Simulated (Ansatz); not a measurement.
Molecule: methyl chloride, CH$_{3}$Cl, net charge 0, singlet state. SMILES: CCl
Geometry from a B3LYP-D3(BJ)/def2-TZVP (Ansatz, an electronic-structure program) optimisation:
```xyz
5

C      0.0082     0.0133    -1.1337
Cl    -0.0048    -0.0077     0.6605
H      0.0175     1.0478    -1.4634
H      0.8997    -0.5040    -1.4752
H     -0.8852    -0.4920    -1.4879
```
Charge 0, spin multiplicity 1.

Property: vertical triplet-singlet gap, E(triplet) - E(singlet), in eV. Set-up: dispersion terms only where a functional's name holds one; 6-31G* and kin with 6d, 5d where marked; non-relativistic; spin-orbit terms left out; valence correlation only; each state is the SCF solution reached for its charge and spin; 6-311+G** with 5d, 6d on Na to Ar in Ansatz; open shells spin-unrestricted. CBS marks a two-point X^-3 extrapolation of the correlation energy; Hartree-Fock from the larger set. [CCSD(T)-MP2]/basis is that difference in the basis named. First-principles rows: single points at B3LYP-D3(BJ) geometries (Ansatz). Levels can end on unlike triplets.

Coupled cluster (Ansatz) is a level with limits of its own, used here on species with T1 under 0.025 (0.045 for open shells) and stable references: RI-MP2/CBS(aug-cc-pV(T+d)Z,aug-cc-pV(Q+d)Z)+[CCSD(T)-MP2]/aug-cc-pV(T+d)Z.

Value to compare with, RI-MP2/CBS(aug-cc-pV(T+d)Z,aug-cc-pV(Q+d)Z)+[CCSD(T)-MP2]/aug-cc-pV(T+d)Z (Ansatz): 6.76 eV.

```csv
level,program,"vertical triplet-singlet gap, E(triplet) - E(singlet) (eV)",difference
B3LYP/STO-3G,Ansatz,8.54,1.78
B3LYP/3-21G,Ansatz,7.19,0.43
B3LYP/6-31G*,Ansatz,6.87,0.11
B3LYP/6-311+G**,Ansatz,6.60,-0.16
B3LYP/def2-TZVPD,Ansatz,6.43,-0.33
```

Among the 4 habitual levels, B3LYP/STO-3G lies farthest from RI-MP2/CBS(aug-cc-pV(T+d)Z,aug-cc-pV(Q+d)Z)+[CCSD(T)-MP2]/aug-cc-pV(T+d)Z (Ansatz) (1.78 eV); 3 of 4 lie above it, and their mean absolute difference is 0.62 eV, the median 0.29. One case shows no general order.

The sets are all those run for this method; runs whose electronic state is in doubt are left out.
